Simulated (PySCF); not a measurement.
CS. Atoms are numbered in the order given.

```xyz
2

C      0.0000     0.0000    -1.1142
S      0.0000     0.0000     0.4178
```

The structure is a stationary point at B3LYP-D3(BJ)/def2-TZVPD.

All values below come from CAM-B3LYP/def2-TZVPD (PySCF).

```json
{
 "total_energy": "-436.22565 hartree",
 "point_group": "C∞v",
 "highest_occupied_level": "-10.40 eV",
 "lowest_empty_level": "-1.18 eV",
 "orbital_gap": "9.22 eV",
 "dipole_moment": "1.98 D",
 "quadrupole, principal values (traceless, Buckingham form, about the centre of nuclear charge)": "-2.28, 1.14, 1.14 D·Å",
 "mean_static_polarisability": "28.5 bohr³ (4.23 Å³)",
 "polarisability_principal_values": "24.0, 24.0, 37.5 bohr³"
}
```
